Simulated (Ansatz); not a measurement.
```yaml
crystal:
  periodic: [false, false, false]
  atoms:
    - {symbol: O, position_ang: [-1.657085, 0.012889, 0.000356]}
    - {symbol: O, position_ang: [-0.377438, 0.320140, 0.001922]}
    - {symbol: Si, position_ang: [1.097228, -0.229116, -0.001516]}
    - {symbol: H, position_ang: [1.721273, 1.097847, 0.006080]}
basis:
  gaussian: {orbitals: def2-TZVP}
magnetization: {spin_polarized: true, initial_magnetization: 1}
hamiltonian: {xc: pbe0}
relax: {f_tol: 0.004, max_steps: 80}
```

```sh
$ ansatz run in.yaml --threads 1 --pin off --events-out ev --progress --plain --max-ram 2176MiB
```

Steps of the relaxation (energy above the last step; positions in Å, forces in eV/Å):

```
4
step 1, 191.8 meV
O    -1.657    0.013    0.000    1.028    0.144    0.001
O    -0.377    0.320    0.002   -3.414    0.994    0.006
Si    1.097   -0.229   -0.002    2.106   -2.108   -0.013
H     1.721    1.098    0.006    0.280    0.970    0.006
```

```
4
step 2, 87.7 meV
O    -1.654    0.021    0.000    0.576    0.010    0.000
O    -0.386    0.321    0.002   -2.119    0.772    0.005
Si    1.107   -0.258   -0.002    1.486   -1.101   -0.007
H     1.717    1.118    0.006    0.057    0.319    0.002
```

```
4
step 3, 19.4 meV
O    -1.651    0.024    0.000   -0.035   -0.170   -0.001
O    -0.403    0.337    0.002   -0.118    0.341    0.002
Si    1.134   -0.288   -0.002    0.147   -0.129   -0.001
H     1.704    1.128    0.006    0.007   -0.042    0.000
```

```
4
step 6, 0.5 meV
O    -1.634   -0.029    0.000    0.047   -0.006    0.000
O    -0.414    0.411    0.002   -0.074    0.000    0.000
Si    1.111   -0.288   -0.002   -0.001    0.032    0.000
H     1.721    1.108    0.006    0.029   -0.026    0.000
```

```
4
step 7, 0.0 meV
O    -1.634   -0.037    0.000    0.006   -0.002    0.000
O    -0.420    0.417    0.002    0.005    0.004    0.000
Si    1.107   -0.283   -0.002   -0.012   -0.014    0.000
H     1.731    1.105    0.006    0.001    0.011    0.000
```

```
4
step 8, 0.0 meV
O    -1.633   -0.037    0.000   -0.001   -0.001    0.000
O    -0.419    0.418    0.002    0.003    0.000    0.000
Si    1.106   -0.284   -0.002   -0.002    0.001    0.000
H     1.731    1.105    0.006    0.000   -0.001    0.000
```

Close pairs at the end: O1–O2 1.296 Å, Si3–H4 1.523 Å, O2–Si3 1.679 Å.

A stationary point of unrestricted PBE0 after 8 steps, with ⟨S²⟩ = 0.758 against 0.75 for a pure state; no frequencies were run, so it isn't proven a minimum. 58 s on 1 thread of Intel Xeon Platinum 8488C, shared host.
